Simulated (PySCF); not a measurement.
Ionising HCl

r²SCAN0; H def2-TZVPPD, Cl def2-TZVPPD; no relativity (PySCF 2.14). Neutral (UKS): singlet (closed shell), Re = 1.273 Å, ωe = 3042 cm⁻¹, De = 4.55 eV, HOMO -9.73 eV, LUMO 0.37 eV.

HCl⁺ (UKS): doublet (π ↑), Re = 1.314 Å, ωe = 2709 cm⁻¹, De = 4.86 eV to H + Cl⁺. The energies at the minima are -460.78374 hartree for HCl and -460.31839 for HCl⁺.

Work out the adiabatic ionisation energy, without and with harmonic zero-point energies (1 hartree = 27.2114 eV, 1 eV = 8065.5 cm⁻¹), and the change of the bond length.

At r²SCAN0: 0.46535 hartree = 12.663 eV between the minima; the zero-point term (2709.0 − 3042.0)/2 cm⁻¹ = -0.021 eV makes it 12.642 eV. Re changes by +4.1 pm against the neutral. Minus the HOMO energy is 9.73 eV, -2.93 eV from the value between the minima; self-interaction puts the Kohn–Sham level too high, less so with exact exchange. The electron leaves a π orbital, which is non-bonding in a hydride.

For an ion De counts to the pair picked by the measured ionisation energies or electron affinities, which need not be the lowest pair at this level. States were picked by a PBE0 search and need not be the measured ground states.
